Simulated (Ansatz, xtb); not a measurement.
# Two isomers of C3H4F2O

Structure a is `F[C@@H]1CO[C@@H]1F`, a singlet and structure b is `FC1(F)CCO1`, a singlet. Both are isolated molecules in the gas phase, relaxed with B3LYP/def2-SVP.

**Question.** Which of the two would you expect CCSD(T)/def2-SVP + ΔMP2/def2-TZVPP electronic energies to favour?

**Answer.** Structure b; the calculation gives E(b) − E(a) = −16.2 kcal/mol.

How the difference moves with the method:

```tsv
level	geometry	E(b) − E(a) (kcal/mol)	departure from the last row (kcal/mol)	job, with rough time for the two
GFN2-xTB	GFN2-xTB	−13.5	+2.7	optimisation, 0.28 s
HF/STO-3G	GFN2-xTB	−15.2	+1.0	single point, 0.88 s
r2SCAN-D4/def2-SVP	GFN2-xTB	−19.1	−3.0	single point, 6 s
B3LYP/def2-SVP	B3LYP/def2-SVP	−17.6	−1.4	optimisation, 67 s
HF/def2-SVP	B3LYP/def2-SVP	−18.3	−2.1	part of the CCSD(T) run
MP2/def2-SVP	B3LYP/def2-SVP	−19.8	−3.6	part of the CCSD(T) run
CCSD(T)/def2-SVP	B3LYP/def2-SVP	−18.7	−2.5	single point
CCSD(T)/def2-SVP + ΔMP2/def2-TZVPP	B3LYP/def2-SVP	−16.2		single point, 56 s
```

As drawn, both hold the same kinds of bond in the same numbers.

The levels shown agree on the order. The largest departure from CCSD(T)/def2-SVP + ΔMP2/def2-TZVPP is that of MP2/def2-SVP, 3.6 kcal/mol. The last row adds to CCSD(T) the change of the MP2 difference between the two basis sets, here +2.5 kcal/mol.

With harmonic frequencies from B3LYP/def2-SVP (ideal gas, rigid rotor, one conformer each, 298.15 K, 1 atm): the zero-point term adds −0.3 kcal/mol; ΔH is −16.5 and ΔG −16.3 kcal/mol.

The correlated steps freeze 6 core orbitals. Mirror images aren't counted in ΔG. Codes used: Ansatz 0.2.0, xtb 6.7.1; the last row on 2 threads of Intel(R) Xeon(R) Processor @ 2.50GHz (Skylake/Cascade Lake) on a shared host.
